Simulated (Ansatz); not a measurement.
A made-up structure of AlBH$_{2}$Cl, doublet:

B1  (-1.133, -0.730, 0.011)
Al2  (0.646, 0.252, 0.119)
Cl3  (0.808, 1.949, -1.117)
H4  (0.160, 0.038, 1.544)
H5  (1.853, -0.174, 1.039)
(Å)

It is relaxed with PBE-D4/def2-SVP and then PBE0-D4/def2-TZVP (Ansatz 0.2.0). Atoms count as bonded within 1.22 times the sum of their covalent radii (H–H: 0.88 Å). The end point is not checked to be a true minimum.

Problem. Does its bonding change? (Judge from chemistry; the calculation decides.)

Solution. By the calculation: Yes. Formed: B1–H4; broken: Al2–H4.

Where it ends: The first stage lowers the energy by 3.04 eV in 15 steps. It ends as AlBH₂Cl ([BH][AlH][Cl]):
B1  (-0.650, -0.190, 0.919)
Al2  (1.129, 0.371, 0.108)
Cl3  (1.027, 1.970, -1.258)
H4  (-1.689, -0.514, 1.391)
H5  (2.517, -0.301, 0.435)
(Å)

Labels in which every atom is bracketed show which atoms are joined, not bond orders.

For scale, one of the runs: PBE0-D4/def2-TZVP relaxation, 117 basis functions, launched by `ansatz run in.yaml --threads 2 --pin off --events-out ev --progress --plain --max-ram 4352MiB`. Hardware: 2 CPU threads of an Arm Neoverse V1, shared host. Wall time about 20 s.
